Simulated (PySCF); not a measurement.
Relaxed structures of CH₂BN, closed shell (PBE0-D4/def2-TZVP; forces vanish, vibrations not checked; lower isomers may exist, and structures with a doubtful reference or unclear bonds are left out; Å). Computed with PySCF 2.14 with density fitting (its default auxiliary sets; JK sets also for MP2 and CCSD(T)) (basis: def2-TZVPP); correlated methods freeze the cores.

(1) Rank them by CCSD(T) energy, lowest first, and give each one's height above the lowest. Links in brackets join atoms within 1.22 times the sum of their covalent radii (1.1 for two metals). (Judge from chemistry; the value comes from the calculation.)
A.
CH₂BN ([B]1[CH][NH]1)
```
5
angstrom
B -0.7372 1.2270 -0.3128
C -0.5315 -0.3638 -0.1486
N 0.4613 0.3779 0.1256
H -0.6038 -1.4472 -0.1053
H 1.4117 0.2060 0.4425
```
B.
CH₂BN ([BH]1[C][NH]1)
```
5
angstrom
B -0.5724 -0.4335 -0.1582
C -0.4701 1.1071 -0.2213
N 0.5392 0.3121 0.1562
H -0.9887 -1.5346 -0.2245
H 1.4946 0.4864 0.4555
```
C.
CH₂BN ([BH]1[CH][N]1)
```
5
angstrom
B -0.7656 1.0734 -0.3845
C -0.5250 -0.3298 -0.1725
N 0.4440 0.4921 0.1127
H -0.5738 -1.4119 -0.0954
H -1.2994 2.0850 -0.6703
```

No T1 diagnostic of these runs exceeds 0.016. The restricted Hartree–Fock reference is unstable towards an unrestricted one at one or more of these structures.

## Answers

(1) Computed: C (0.000 eV), B (1.408 eV), A (2.555 eV). Heights count from the lowest.

For scale, one of the runs: CCSD(T)/def2-TZVPP, 121 basis functions, launched by `OMP_NUM_THREADS=2 python run.py`. The run took about 59 s on 2 CPU threads of an Arm Neoverse V1 (shared host).
